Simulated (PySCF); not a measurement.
All numbers come from PBE0 in PySCF with B def2-TZVPD, O def2-TZVPD; no relativity; density-fitted integrals. Open shells, if any, are unrestricted.

**Question.** What shape and geometry does isolated singlet BO₂⁻ take (every ligand bound to B)?

**Answer.** Counting electrons, boron keeps none of its valence electrons outside its bonds, so the VSEPR class is AX2 and the expected shape is linear (D∞h), as computed. The lowest minimum found is a singlet of D∞h symmetry with B–O 1.261 Å (×2); O–B–O 180.0°. Its harmonic wavenumbers are 596 (πu), 1106 (σg+), 1977 (σu+) cm⁻¹ and its dipole moment is 0.00 D about the centre of mass.

Other isomers or separated fragments may lie lower. The lowest empty level of this anion is unbound, so it and the gap depend on the basis.
